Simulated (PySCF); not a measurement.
3-methoxy-1-propanol, C₄H₁₀O₂.
Z-matrix (Å and degrees, PBE0-D3(BJ)/def2-SVP geometry), rows numbered from 1:
```
C 
O   1  1.3913
C   2  1.3992  1  113.54
C   3  1.5120  2  109.20  1  -177.65
C   4  1.5214  3  113.37  2    61.89
O   5  1.4029  4  112.83  3   177.92
H   1  1.1089  2  112.06  3   -61.22
H   1  1.1087  2  112.04  3    59.92
H   1  1.0991  2  108.07  3   179.38
H   3  1.1120  2  110.28  1   -56.56
H   3  1.1101  2  110.52  1    60.88
H   4  1.1049  3  108.51  2   -59.85
H   4  1.1021  3  109.44  2  -176.16
H   5  1.1062  4  109.14  3   -56.50
H   5  1.1030  4  109.35  3    59.73
H   6  0.9626  5  107.75  4    65.18
```

Computed with PySCF at CAM-B3LYP/def2-SVPD, non-relativistic, on one gas-phase PBE0-D3(BJ)/def2-SVP geometry that isn't relaxed in the solvent. The solvent is an IEF-PCM continuum (Bondi radii, 1.10 Å for H, scaled by 1.2). Only the electrostatic response of the medium enters.

Gas phase at CAM-B3LYP/def2-SVPD: HOMO -8.95 eV, LUMO 1.33 eV, dipole 2.22 D.

Q: What does the continuum do to the energy, the frontier levels and the dipole at CAM-B3LYP/def2-SVPD in benzene and acetone?

A: 
```csv
solvent,ε,E(solvent) − E(gas) (kJ/mol),polarisation term (kJ/mol),distortion of the solute (kJ/mol),HOMO (eV),LUMO (eV),dipole (D)
benzene,2.271,-12.10,-12.82,0.72,-8.88,1.45,2.45
acetone,20.49,-26.22,-29.79,3.57,-8.85,1.51,2.73
```

The polarisation term is half the interaction of the solute with the surface charges that it induces; the rest is the cost of distorting the solute's density. The sum is the electrostatic part of solvation alone. The atom shares or the degeneracy of the LUMO differ from the gas phase in benzene and acetone, so that column needn't follow one orbital. From benzene to acetone the lowering changes by a factor 2.17, Onsager's factor (ε − 1)/(2ε + 1) by 2.02 and ε itself by 9.0.

Q: Which radius a makes the point-dipole formula ΔE = −[(ε − 1)/(2ε + 1)]·μ²/a³ give the value in acetone, with the gas-phase dipole?

A: μ = 0.872 au and |ΔE| = 0.00999 Eh give a = 1.74 Å; the farthest nucleus lies 3.35 Å from the centroid of the nuclei, so such a sphere wouldn't even hold the nuclei. The formula assumes a rigid point dipole at the centre of a sphere.

Q: How does the static polarisability (CAM-B3LYP/def2-SVPD, frozen core, with the continuum's full static response) change?

A: 
```
 medium  isotropic (au)  principal values (au)  ⟨r²⟩ of the electrons (bohr²)
    gas            61.5       55.6, 57.5, 71.2                          878.5
benzene            68.7       63.2, 65.1, 77.8                          878.5
acetone            78.8       75.3, 76.1, 84.9                          878.4
```

The isotropic value in acetone is 1.28 times the gas-phase one; no cavity-field correction is applied. ⟨r²⟩ is taken about the centre of nuclear charge.
